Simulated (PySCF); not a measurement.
CN(OH), singlet: molecular constants

Computed with PySCF, PBE0, basis C def2-TZVP, N def2-TZVP, O def2-TZVP, H def2-TZVP (no relativity, density fitting).

The structure is a minimum.

```xyz
4
charge 0 multiplicity 1, angstrom
C     0.0130    0.0000    0.1427
N     0.0596    0.0000    1.2945
O    -0.1096    0.0000   -1.1416
H     0.7590    0.0000   -1.5650
```

```
Point group                                                                   : Cs
Bond lengths                                                                  : C–N 1.153 Å, C–O 1.290 Å, O–H 0.966 Å
Bond angles                                                                   : C–O–H 110.5°, N–C–O 176.9°
Dipole moment                                                                 : 4.03 D
Enthalpy at 298.15 K above 0 K                                                : 11.19 kJ/mol
Zero-point energy                                                             : 57.3 kJ/mol
Highest occupied level                                                        : -9.01 eV
Rotational symmetry number                                                    : 1
Heat capacity Cp at 298.15 K                                                  : 45.6 J/(mol K)
Entropy at 298.15 K and 1 bar                                                 : 241.1 J/(mol K)
Rotational constants                                                          : 22.6, 0.3579, 0.3523 cm⁻¹
Principal quadrupole moments (Buckingham, traceless) about the centre of mass : -5.14, -0.18, 5.31 D Å
Atomisation energy without zero-point energy                                  : 1712 kJ/mol
Lowest empty level                                                            : -0.38 eV
Principal polarisabilities                                                    : 13.7, 14.8, 30.0 bohr³
```

Harmonic modes (masses in u: C 12.000, N 14.003, O 15.995, H 1.008):
| symmetry | ω (cm⁻¹) | IR (km/mol) | μ (u) |
| --- | --- | --- | --- |
| a' | 470 | 15.6 | 5.39 |
| a'' | 530 | 4.0 | 11.13 |
| a' | 1126 | 79.3 | 13.06 |
| a' | 1243 | 86.9 | 1.21 |
| a' | 2410 | 134 | 12.17 |
| a' | 3800 | 162 | 1.07 |

Charges (e):
```
atom  Mulliken  Löwdin  polar tensor  Mayer order to C1
  C1      0.06   -0.40          0.51                  –
  N2     -0.10    0.01         -0.36               2.99
  O3     -0.34    0.16         -0.51               1.22
  H4      0.37    0.23          0.36               0.01
```
Other Mayer orders above 0.3: O–H 0.84.

Mulliken populations on C1: s 3.01, p 2.77, d 0.14, f 0.02.

Outer orbital energies (eV). occupied: -25.58, -19.03, -14.58, -13.44, -10.66, -9.63, -9.01; empty: -0.38, 1.32, 2.05, 2.73.

Only a few start shapes were tried, so a lower isomer may exist.

The final relaxation and frequency run took of the order of 80 core-seconds on a shared host.
